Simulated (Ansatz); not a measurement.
`C=CCC#CC` at its PBE0-D4/def2-TZVP geometry, where that method's forces vanish. The species carries charge 0 and has multiplicity 1.

```tsv
atom	x (Å)	y (Å)	z (Å)
C1	-1.047	-2.679	-0.306
C2	-0.789	-1.470	-0.779
C3	-1.232	-0.193	-0.125
C4	-0.122	0.713	0.139
C5	0.809	1.445	0.344
C6	1.930	2.330	0.598
H7	-1.603	-2.820	0.616
H8	-0.713	-3.571	-0.821
H9	-0.220	-1.356	-1.698
H10	-1.760	-0.420	0.806
H11	-1.955	0.315	-0.777
H12	2.877	1.840	0.358
H13	1.860	3.239	-0.004
H14	1.965	2.626	1.650
```

(1) For each bond, give half the difference of the two atoms' forces along it (eV/Å; positive pushes the atoms apart) under PBE-D4, r2SCAN-D4, B3LYP-D4, ωB97M-V in def2-TZVPP. (Best estimate.)

Results:

(1) The calculation gave: 
| bond | length (Å) | PBE-D4 | r2SCAN-D4 | B3LYP-D4 | ωB97M-V |
| --- | --- | --- | --- | --- | --- |
| C1–C2 | 1.324 | 0.35 | 0.16 | 0.08 | -0.03 |
| C1–H7 | 1.086 | 0.03 | -0.06 | -0.07 | -0.05 |
| C1–H8 | 1.084 | 0.01 | -0.07 | -0.08 | -0.06 |
| C2–C3 | 1.501 | -0.08 | 0.07 | 0.14 | 0.16 |
| C2–H9 | 1.087 | 0.04 | -0.07 | -0.11 | -0.10 |
| C3–C4 | 1.457 | -0.58 | -0.20 | 0.14 | 0.46 |
| C3–H10 | 1.095 | 0.16 | -0.01 | -0.08 | -0.16 |
| C3–H11 | 1.098 | 0.15 | 0.00 | -0.08 | -0.18 |
| C4–C5 | 1.202 | 1.03 | 0.37 | -0.22 | -0.60 |
| C5–C6 | 1.451 | -0.59 | -0.20 | 0.19 | 0.53 |
| C6–H12 | 1.093 | 0.14 | 0.00 | -0.05 | -0.14 |
| C6–H13 | 1.093 | 0.14 | 0.00 | -0.05 | -0.14 |
| C6–H14 | 1.093 | 0.14 | 0.00 | -0.05 | -0.13 |

B3LYP here is the variant with VWN-RPA as its local correlation; programs differ in this.

Computed with Ansatz.
